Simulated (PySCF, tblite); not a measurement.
**A complex of boron trifluoride and dimethyl sulfide**

A gas-phase complex of boron trifluoride and dimethyl sulfide; neutral, singlet. The structure comes from a short search (6 tight-binding starts) and was relaxed by PBE0-D3(BJ)/def2-SVPD; another way of binding may lie lower. No frequency run checks that it is a minimum.

Parts: 1 = boron trifluoride (FB(F)F), atoms 1–4; 2 = dimethyl sulfide (CSC), atoms 5–13.

| atom | part | x (Å) | y (Å) | z (Å) |
| --- | --- | --- | --- | --- |
| F1 | 1 | -0.557 | 0.074 | -0.988 |
| B2 | 1 | -1.220 | 0.024 | 0.198 |
| F3 | 1 | -1.914 | -1.118 | 0.454 |
| F4 | 1 | -0.525 | 0.521 | 1.264 |
| C5 | 2 | -1.789 | 2.952 | -0.121 |
| S6 | 2 | -2.768 | 1.442 | -0.080 |
| C7 | 2 | -3.429 | 1.497 | 1.594 |
| H8 | 2 | -2.451 | 3.826 | -0.088 |
| H9 | 2 | -1.083 | 2.958 | 0.719 |
| H10 | 2 | -1.233 | 2.944 | -1.066 |
| H11 | 2 | -2.607 | 1.603 | 2.312 |
| H12 | 2 | -3.942 | 0.542 | 1.763 |
| H13 | 2 | -4.144 | 2.323 | 1.685 |

Contacts between parts, classed by geometry: B2···S6 2.118 Å (partial bond).

Deforming the relaxed parts to their shape here costs 17.8 kcal/mol, which the interaction energies leave out.

Interaction energies are complex less parts, with the parts frozen as they stand in it; counterpoise-corrected, in kcal/mol (PySCF).

(1) How strongly do the parts interact, level by level?

(2) What holds them together? Decompose the wB97M-D3(BJ)/def2-SVPD energy: frozen parts, their antisymmetrised product, then relaxation.

The parts were also relaxed and run alone, at the levels used for the complex: shieldings by PBE0/pcSseg-1; core levels by delta-SCF with SCAN, pcX-2 on the ionised atom and pcseg-1 elsewhere, spin-free X2C (2p3/2 is the spin-free 2p value less a third of a first-order spin-orbit splitting).

Values alone: shielding of B2 (ppm): 88.9; shielding of S6 (ppm): 594.7; F1 1s core level (eV): 694.72; B2 1s core level (eV): 202.41; S6 2p3/2 core level (eV): 169.15.

(3) What does binding change?

## Answers

(1) 
| level | interaction | superposition error removed |
| --- | --- | --- |
| wB97M-D3(BJ)/def2-SVPD | -28.70 | -3.08 |
| PBE0-D3(BJ)/def2-SVPD | -31.78 | -3.27 |

(2) electrostatic -60.4, Pauli repulsion +86.1, orbital relaxation -54.4, dispersion correction -3.2 kcal/mol, which sum to the value before the counterpoise correction; the Pauli term holds the exchange-correlation of the frozen density too. Of the attraction, 51 % is electrostatic, 46 % is orbital relaxation, 3 % is dispersion correction.

(3) 
| property | alone | in the complex | change |
| --- | --- | --- | --- |
| shielding of B2 (ppm) | 88.9 | 98.9 | +10.0 |
| shielding of S6 (ppm) | 594.7 | 546.6 | -48.1 |
| F1 1s core level (eV) | 694.72 | 692.19 | -2.53 |
| B2 1s core level (eV) | 202.41 | 199.42 | -2.99 |
| S6 2p3/2 core level (eV) | 169.15 | 170.88 | +1.73 |
